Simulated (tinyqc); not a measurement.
Orbital energy against energy difference: ionisation energy by orbital energies and by energy differences in the 6-31g basis, for CH4, spin multiplicity 1. Computed by the program tinyqc with PySCF. 

Geometry (angstrom):
```
atom,x,y,z
C,0.0000,0.0000,0.0000
H,0.6090,0.6090,0.6090
H,0.6090,-0.6090,-0.6090
H,-0.6090,0.6090,-0.6090
H,-0.6090,-0.6090,0.6090
```

CCSD(T) difference in the same basis = 14.2295 eV

IP-EOM-CCSD = 14.1766 eV

The cation is unrestricted; errors are against CCSD(T) in this basis, not against experiment.

First vertical ionisation energy (eV):
```
method,-e(HOMO),E(cation) - E,error of -e(HOMO),error of the difference
HF,15.024,13.63091,0.794,-0.599
LDA,9.423,14.44154,-4.807,0.212
PBE,9.424,14.34228,-4.806,0.113
B3LYP,10.783,14.50581,-3.446,0.276
PBE0,11.064,14.45562,-3.166,0.226
CAM-B3LYP,12.552,14.51608,-1.677,0.287
LC-wPBE,14.081,14.57809,-0.148,0.349
```

Koopmans errs by +0.79 eV and Delta-HF by -0.60 eV: relaxation, 1.39 eV, lowers the value and the missing correlation difference works against it. The PBE level is off by -4.8 eV through the wrong tail of its potential, though its energy difference is off by +0.11 eV; exact exchange deepens the level, and among the orbital energies LC-wPBE comes closest; among the differences PBE does.
